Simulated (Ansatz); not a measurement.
Input file:

```yaml
crystal:
  periodic: [false, false, false]
  atoms:
    - {symbol: W, position_ang: [0.000000, 0.000000, 0.000000]}
    - {symbol: N, position_ang: [0.000000, 0.000000, 1.843600]}
basis:
  gaussian: {orbitals: def2-SVP}
magnetization: {spin_polarized: false, initial_magnetization: 7}
correlation: {method: fic_mrcisd_q, electrons: outside_noble_gas, active_space: {window: {electrons: 11, orbitals: 10}, shells: [{species: "N", l: s, shell: 2}, {species: "N", l: p, shell: 2}, {species: W, l: s, shell: 6}, {species: W, l: d, shell: 5}]}}
```

```sh
$ ansatz run in.yaml --threads 1 --pin off --events-out ev --progress --plain --max-ram 2393MiB
```

Output:

```
842 factors; integrals over basis functions are off by at most 1.9e-7 eV
mean field evaluation 1: about -3281.2067 eV, gradient 1.0e1 eV
mean field evaluation 2: about -3281.2177 eV, gradient 1.0e1 eV
mean field evaluation 4: about -3282.0679 eV, gradient 2.5e0 eV
mean field evaluation 8: about -3282.1332 eV, gradient 9.6e-2 eV
mean field evaluation 16: about -3281.7007 eV, gradient 3.0e-2 eV
mean field evaluation 32: about -3282.1210 eV, gradient 1.6e0 eV
mean field -3282.13328324 eV, -120.6161734491 hartree, gradient 1.0e-6 eV, S^2 15.750000; 7 other end points of the search recorded, 0 dependent functions left out
reference -3282.13328324 eV, -120.6161734491 hartree; 14, 7 occupied and 32, 39 virtual orbitals, 842 factors
state -3282.66390906 eV, -120.6356735883 hartree
contracted CI cycle   1: correlation 0.00000000 eV, 0.0000000000 hartree, residual 1.94e1 eV
contracted CI cycle   2: correlation -4.34734522 eV, -0.1597619901 hartree, residual 3.43e0 eV
contracted CI cycle   3: correlation -4.51429206 eV, -0.1658971732 hartree, residual 7.22e-1 eV
contracted CI cycle   4: correlation -4.52420468 eV, -0.1662614553 hartree, residual 2.22e-1 eV
contracted CI cycle   5: correlation -4.52513433 eV, -0.1662956194 hartree, residual 6.60e-2 eV
contracted CI cycle   6: correlation -4.52521993 eV, -0.1662987651 hartree, residual 2.17e-2 eV
contracted CI cycle   7: correlation -4.52522814 eV, -0.1662990670 hartree, residual 6.38e-3 eV
contracted CI cycle   8: correlation -4.52522892 eV, -0.1662990956 hartree, residual 2.22e-3 eV
contracted CI cycle   9: correlation -4.52522903 eV, -0.1662990994 hartree, residual 8.37e-4 eV
state -3282.66390906 eV, -120.6356735883 hartree; corrected -3287.50828433 eV, -120.8137010958 hartree
Total energy: -3287.50828433 eV, -120.8137010958 hartree
Checks for a lower state left out: starts, orbital_swaps
```

Natural occupations: 1.9985 1.9723 1.0018 1.0018 1.0000 1.0000 0.9999 0.9984 0.9984 0.0290.

Ran on 1 thread of Arm Neoverse V1, shared host: 6 s wall, 0.54 GiB peak host memory.
